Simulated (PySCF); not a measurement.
Species: 2-methyl-2-butene, C₅H₁₀.
SMILES with atom numbers: `[CH3:1][CH:2]=[C:3]([CH3:4])[CH3:5]` (hydrogens: H6, H7, H8 on C1; H9 on C2; H10, H11, H12 on C4; H13, H14, H15 on C5)

The same species was optimised twice, with GFN2-xTB and with PBE0-D3(BJ)/def2-SVP (PySCF), and the same property calculations (PySCF, gas phase) were run on both structures.

| coordinate | GFN2-xTB | PBE0-D3(BJ)/def2-SVP | change |
| --- | --- | --- | --- |
| C2=C3 (Å) | 1.327 | 1.343 | +0.016 |
| C5–H15 (Å) | 1.090 | 1.104 | +0.014 |
| C5–H14 (Å) | 1.090 | 1.104 | +0.014 |
| C2–H9 (Å) | 1.084 | 1.098 | +0.014 |
| C4–H10 (Å) | 1.090 | 1.104 | +0.014 |
| C4–H11 (Å) | 1.090 | 1.104 | +0.014 |
| C1–H8 (Å) | 1.090 | 1.104 | +0.014 |
| C1–H7 (Å) | 1.085 | 1.098 | +0.013 |
| C1–H6 (Å) | 1.090 | 1.103 | +0.013 |
| C5–H13 (Å) | 1.087 | 1.099 | +0.012 |
| C4–H12 (Å) | 1.085 | 1.097 | +0.012 |
| C1–C2 (Å) | 1.494 | 1.493 | -0.001 |
| C3–C5 (Å) | 1.502 | 1.501 | -0.001 |
| C3–C4 (Å) | 1.500 | 1.500 | 0.000 |
| C1–C2–H9 (°) | 113.5 | 115.1 | +1.6 |
| C3–C2–H9 (°) | 118.0 | 116.7 | -1.3 |
| H14–C5–H15 (°) | 107.6 | 106.3 | -1.3 |
| H10–C4–H11 (°) | 107.6 | 106.3 | -1.3 |
| H6–C1–H8 (°) | 107.5 | 106.3 | -1.2 |
| C4–C3–C5 (°) | 113.4 | 114.7 | +1.3 |
| C2–C1–H6 (°) | 109.8 | 111.0 | +1.2 |
| C2–C1–H8 (°) | 109.7 | 110.9 | +1.2 |

Rotational constants: A = 8161, B = 3547, C = 2591 MHz (GFN2-xTB) against A = 8070, B = 3526, C = 2571 MHz (PBE0-D3(BJ)/def2-SVP). Atoms that the bonding makes alike are paired by their places after alignment.

On the GFN2-xTB structure: lowest singlet, TDDFT (eV) 6.44 [CAM-B3LYP/def2-SVPD]; lowest triplet, Tamm–Dancoff (eV) 4.43 [CAM-B3LYP/def2-SVPD]; isotropic polarisability (au) 63.3 [CAM-B3LYP/def2-SVPD]; HOMO (eV) -7.97 [CAM-B3LYP/def2-SVPD]; LUMO (eV) 1.38 [CAM-B3LYP/def2-SVPD]; dipole (D) 0.20 [CAM-B3LYP/def2-SVPD]; HOMO (eV) -6.65 [PBE0/pcSseg-1]; LUMO (eV) 0.97 [PBE0/pcSseg-1]; dipole (D) 0.21 [PBE0/pcSseg-1]; GIAO shielding of C1 (ppm) 169.9 [PBE0/pcSseg-1]; GIAO shielding of C2 (ppm) 60.0 [PBE0/pcSseg-1]; GIAO shielding of C3 (ppm) 48.8 [PBE0/pcSseg-1]; GIAO shielding of C4 (ppm) 168.0 [PBE0/pcSseg-1]; GIAO shielding of C5 (ppm) 157.6 [PBE0/pcSseg-1]; C1s of C1 (eV) 290.44 [delta-SCF UKS SCAN, pcX-2 on the ionised atom, pcseg-1 elsewhere, spin-free X2C]; C1s of C2 (eV) 289.66 [delta-SCF UKS SCAN, pcX-2 on the ionised atom, pcseg-1 elsewhere, spin-free X2C]; C1s of C3 (eV) 290.03 [delta-SCF UKS SCAN, pcX-2 on the ionised atom, pcseg-1 elsewhere, spin-free X2C]; C1s of C4 (eV) 290.47 [delta-SCF UKS SCAN, pcX-2 on the ionised atom, pcseg-1 elsewhere, spin-free X2C]; C1s of C5 (eV) 290.40 [delta-SCF UKS SCAN, pcX-2 on the ionised atom, pcseg-1 elsewhere, spin-free X2C].

Task: What do these properties become on the PBE0-D3(BJ)/def2-SVP structure?

Result: 
| property | level | on GFN2-xTB | on PBE0-D3(BJ)/def2-SVP | change |
| --- | --- | --- | --- | --- |
| lowest singlet, TDDFT (eV) | CAM-B3LYP/def2-SVPD | 6.44 | 6.38 | -0.06 |
| lowest triplet, Tamm–Dancoff (eV) | CAM-B3LYP/def2-SVPD | 4.43 | 4.24 | -0.19 |
| isotropic polarisability (au) | CAM-B3LYP/def2-SVPD | 63.3 | 64.8 | +1.5 |
| HOMO (eV) | CAM-B3LYP/def2-SVPD | -7.97 | -7.91 | +0.06 |
| LUMO (eV) | CAM-B3LYP/def2-SVPD | 1.38 | 1.37 | -0.01 |
| dipole (D) | CAM-B3LYP/def2-SVPD | 0.20 | 0.21 | +0.01 |
| energy, GFN2-xTB geometry as zero (kcal/mol) | CAM-B3LYP/def2-SVPD | 0.0 | -0.7 | -0.7 |
| HOMO (eV) | PBE0/pcSseg-1 | -6.65 | -6.60 | +0.05 |
| LUMO (eV) | PBE0/pcSseg-1 | 0.97 | 0.81 | -0.16 |
| dipole (D) | PBE0/pcSseg-1 | 0.21 | 0.22 | +0.01 |
| energy, GFN2-xTB geometry as zero (kcal/mol) | PBE0/pcSseg-1 | 0.0 | -0.4 | -0.4 |
| GIAO shielding of C1 (ppm) | PBE0/pcSseg-1 | 169.9 | 168.2 | -1.7 |
| GIAO shielding of C2 (ppm) | PBE0/pcSseg-1 | 60.0 | 56.4 | -3.6 |
| GIAO shielding of C3 (ppm) | PBE0/pcSseg-1 | 48.8 | 45.8 | -3.0 |
| GIAO shielding of C4 (ppm) | PBE0/pcSseg-1 | 168.0 | 166.3 | -1.7 |
| GIAO shielding of C5 (ppm) | PBE0/pcSseg-1 | 157.6 | 156.1 | -1.5 |
| C1s of C1 (eV) | delta-SCF UKS SCAN, pcX-2 on the ionised atom, pcseg-1 elsewhere, spin-free X2C | 290.44 | 290.53 | +0.09 |
| C1s of C2 (eV) | delta-SCF UKS SCAN, pcX-2 on the ionised atom, pcseg-1 elsewhere, spin-free X2C | 289.66 | 289.74 | +0.08 |
| C1s of C3 (eV) | delta-SCF UKS SCAN, pcX-2 on the ionised atom, pcseg-1 elsewhere, spin-free X2C | 290.03 | 290.10 | +0.07 |
| C1s of C4 (eV) | delta-SCF UKS SCAN, pcX-2 on the ionised atom, pcseg-1 elsewhere, spin-free X2C | 290.47 | 290.55 | +0.08 |
| C1s of C5 (eV) | delta-SCF UKS SCAN, pcX-2 on the ionised atom, pcseg-1 elsewhere, spin-free X2C | 290.40 | 290.51 | +0.11 |

The heavy atoms differ by 0.010 Å rms after alignment. Among all bonds C2=C3 changes most (+0.016 Å). Changes are differences of the printed values. Neither structure is proved a minimum here.
